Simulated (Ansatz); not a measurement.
This geometry of C₂H₅NS (9 atoms, charge 0, multiplicity 1) is a first-order saddle point.

Computed with RKS PBE0-D4/6-31G* (Ansatz).

```xyz
9
Properties=species:S:1:pos:R:3
N -0.879 1.246 0.629
C -0.041 0.423 -0.118
C 0.452 -0.758 0.274
S 1.619 -1.752 -0.611
H -1.590 1.716 0.084
H -1.291 0.794 1.436
H 0.251 0.853 -1.075
H 0.174 -1.191 1.232
H 1.306 -1.331 -1.851
```

Problem. Which two structures does it join? (They come from a converged band through this point; their orientation in space is the band's.)

Solution. No bond is made or broken. The dihedral H8–C3–S4–H9 goes from 75 to -78°.

Image 0:

```xyz
9
Properties=species:S:1:pos:R:3
N -0.952 1.210 0.707
C -0.043 0.560 -0.101
C 0.468 -0.665 0.111
S 1.842 -1.242 -0.833
H -1.564 1.864 0.243
H -1.440 0.631 1.377
H 0.316 1.153 -0.939
H 0.140 -1.272 0.952
H 1.233 -2.238 -1.516
```

Image 10:

```xyz
9
Properties=species:S:1:pos:R:3
N -0.818 1.240 0.765
C -0.143 0.494 -0.175
C 0.207 -0.798 -0.059
S 1.060 -1.627 -1.361
H -1.365 2.010 0.411
H -1.299 0.719 1.486
H 0.161 1.054 -1.057
H -0.095 -1.388 0.804
H 2.294 -1.703 -0.814
```

Problem. How far does it lie above each of them?

Solution. 3.1 kcal/mol above the first and 3.1 kcal/mol above the second. This is the barrier of this one path; another mechanism may lie lower.

Time of the run: 7.9 min on 1 thread of Arm Neoverse V1, with other jobs on the host, peak memory 0.14 GiB.
